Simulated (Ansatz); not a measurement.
## C5H8O, SMILES COC1=C(C)C1: a geometry optimisation, step by step

Program: the Ansatz DFT code, driven from Python.

Run as a notebook:

```python
import itertools
import warnings

import ansatz
from ase.data import atomic_numbers, covalent_radii
import numpy as np
import pandas as pd

warnings.simplefilter("ignore", ansatz.DeckWarning)
```

```python
geometry_ang = [
    ("C", (2.196, -0.4381, 0.0152)),
    ("O", (1.6011, 0.7602, 0.5)),
    ("C", (0.2968, 0.7542, 0.3704)),
    ("C", (-0.7972, 0.1647, -0.003)),
    ("C", (-1.6196, -0.8774, -0.5549)),
    ("C", (-0.9009, 1.4952, 0.5895)),
    ("H", (3.2783, -0.3605, 0.1556)),
    ("H", (1.9999, -0.5695, -1.055)),
    ("H", (1.8411, -1.309, 0.5778)),
    ("H", (-2.1801, -0.514, -1.4211)),
    ("H", (-1.009, -1.7253, -0.8795)),
    ("H", (-2.3365, -1.2421, 0.1866)),
    ("H", (-1.103, 2.3125, -0.0836)),
    ("H", (-1.2669, 1.5492, 1.6019)),
]
system = ansatz.Crystal.molecule()
for symbol, xyz in geometry_ang:
    system = system.atom(symbol, xyz)
```

```python
setup = (
    system.calculation()
    .basis(gaussian="cc-pVDZ")  # atom-centred Gaussian functions
    .functional("b3lyp")
)
symbols = [site.symbol for site in system.cartesian_sites]
start = np.array([site.position_ang for site in system.cartesian_sites], dtype=float)
def progress(event):
    if event["event"] == "relax_step":
        row = event["data"]
        print(f"step {row['step']:3d}  E = {row['lagrangian_ev']:.6f} eV  largest force component {row['allowed_force_max_ev_ang']:.4f} eV/A")
```

```python
summary = setup.relax(force_tolerance=0.02).session().plan().execute(on_event=progress).report
end = np.array(summary["positions_ang"])
```

    step   1  E = -7359.769156 eV  largest force component 1.9456 eV/A
    step   2  E = -7360.029789 eV  largest force component 0.8825 eV/A
    step   3  E = -7360.073701 eV  largest force component 0.2066 eV/A
    step   4  E = -7360.075444 eV  largest force component 0.0651 eV/A
    step   5  E = -7360.075738 eV  largest force component 0.1348 eV/A
    step   6  E = -7360.076106 eV  largest force component 0.0207 eV/A
    step   7  E = -7360.076121 eV  largest force component 0.0059 eV/A

```python
print("reference energy %16.6f eV" % summary["reference_energy_ev"])
print("total energy     %16.6f eV" % summary["free_energy_ev"])
print("occupied orbitals outside the frozen core (up, down):", summary["n_occupied"], " frozen:", summary["n_frozen"], " virtual:", summary["n_virtual"])
```

    reference energy     -7360.076372 eV
    total energy         -7360.076372 eV
    occupied orbitals outside the frozen core (up, down): [23, 23]  frozen: 0  virtual: [101, 101]

```python
# pairs closer than 1.2 times the sum of covalent radii, before or after
radius = [covalent_radii[atomic_numbers[s]] for s in symbols]
span = lambda where, i, j: np.linalg.norm(where[i] - where[j])
bonded = [(i, j) for i, j in itertools.combinations(range(len(symbols)), 2) if min(span(start, i, j), span(end, i, j)) < 1.2 * (radius[i] + radius[j])]
print("pair        before    after (A)")
for i, j in bonded:
    print(f"{symbols[i]}{i}-{symbols[j]}{j}".ljust(10), f"{span(start, i, j):8.4f} {span(end, i, j):8.4f}")
for first, second in list(itertools.combinations(bonded, 2)):
    shared = set(first) & set(second)
    if shared and symbols[(j := shared.pop())] != "H":
        i, k = sorted((set(first) | set(second)) - {j})
        u, v = end[i] - end[j], end[k] - end[j]
        angle = np.degrees(np.arccos(np.clip(u @ v / np.linalg.norm(u) / np.linalg.norm(v), -1, 1)))
        print(f"final angle {symbols[i]}{i}-{symbols[j]}{j}-{symbols[k]}{k}: {angle:.2f} deg")
```

    pair        before    after (A)
    C0-O1        1.4230   1.4321
    C0-H6        1.0941   1.0976
    C0-H7        1.0959   1.1036
    C0-H8        1.0959   1.1036
    O1-C2        1.3107   1.3366
    C2-C3        1.2976   1.3044
    C2-C5        1.4253   1.4815
    C3-C4        1.4377   1.4803
    C3-C5        1.4602   1.5456
    C4-H9        1.0939   1.1043
    C4-H10       1.0941   1.1016
    C4-H11       1.0940   1.1043
    C5-H12       1.0779   1.1042
    C5-H13       1.0779   1.1042
    final angle O1-C0-H6: 106.55 deg
    final angle O1-C0-H7: 110.73 deg
    final angle O1-C0-H8: 110.73 deg
    final angle C0-O1-C2: 113.55 deg
    final angle H6-C0-H7: 109.80 deg
    final angle H6-C0-H8: 109.80 deg
    final angle H7-C0-H8: 109.19 deg
    final angle O1-C2-C3: 152.05 deg
    final angle O1-C2-C5: 140.91 deg
    final angle C3-C2-C5: 67.04 deg
    final angle C2-C3-C4: 155.38 deg
    final angle C2-C3-C5: 61.96 deg
    final angle C2-C5-C3: 51.00 deg
    final angle C2-C5-H12: 120.00 deg
    final angle C2-C5-H13: 120.00 deg
    final angle C4-C3-C5: 142.66 deg
    final angle C3-C4-H9: 111.15 deg
    final angle C3-C4-H10: 111.56 deg
    final angle C3-C4-H11: 111.15 deg
    final angle C3-C5-H12: 119.66 deg
    final angle C3-C5-H13: 119.66 deg
    final angle H9-C4-H10: 108.01 deg
    final angle H9-C4-H11: 106.76 deg
    final angle H10-C4-H11: 108.01 deg
    final angle H12-C5-H13: 113.11 deg

```python
charges = summary["charge_distribution"]
table = pd.DataFrame({"atom": symbols, "mulliken": charges["mulliken_charges_e"], "lowdin": charges["lowdin_charges_e"]})
print(table.round(3).to_string())
print("dipole (e A):", np.round(charges["dipole_moment_e_ang"], 4) + 0.0)
with open("c5h8o_opt.xyz", "w") as handle:
    handle.write(f"{len(symbols)}\nrelaxed C5H8O\n")
    handle.writelines(f"{s:2s} {x:11.6f} {y:11.6f} {z:11.6f}\n" for s, (x, y, z) in zip(symbols, end))
```

       atom  mulliken  lowdin
    0     C     0.118   0.004
    1     O    -0.223   0.295
    2     C    -0.055  -0.236
    3     C    -0.090  -0.124
    4     C     0.029   0.029
    5     C     0.006   0.000
    6     H     0.037  -0.002
    7     H     0.030  -0.007
    8     H     0.030  -0.007
    9     H     0.038   0.022
    10    H     0.028   0.018
    11    H     0.038   0.022
    12    H     0.007  -0.007
    13    H     0.007  -0.007
    dipole (e A): [ 0.1088 -0.3903 -0.1662]

File `c5h8o_opt.xyz` afterwards:
```text
14
relaxed C5H8O
C     2.256183   -0.453025    0.014242
O     1.618911    0.737340    0.491431
C     0.289364    0.722591    0.355428
C    -0.825117    0.152460   -0.011165
C    -1.659000   -0.929185   -0.582151
C    -0.902935    1.561468    0.619315
H     3.332984   -0.319019    0.179644
H     2.058316   -0.597529   -1.061816
H     1.899586   -1.336905    0.570596
H    -2.236064   -0.570075   -1.452541
H    -1.045427   -1.783561   -0.909296
H    -2.392675   -1.298461    0.156022
H    -1.115745    2.435575   -0.020924
H    -1.278383    1.678427    1.651116
```

Notes:
- Total energies depend on the basis set; only differences at equal settings carry meaning.
- The end point is the stationary point reached from this start; no frequency run checks that it is a minimum, and the basis set is modest.
- The Löwdin charges here are taken after orthogonalising the functions within each atom; they differ from plain Löwdin charges, and their signs can be unphysical.
- b3lyp holds the VWN-RPA fit, as in Gaussian; the form of ORCA and Turbomole is b3lyp5.
- Hardware and time: 58 s on 1 thread of Arm Neoverse V1, with other jobs on the host, peak memory 0.4 GiB.
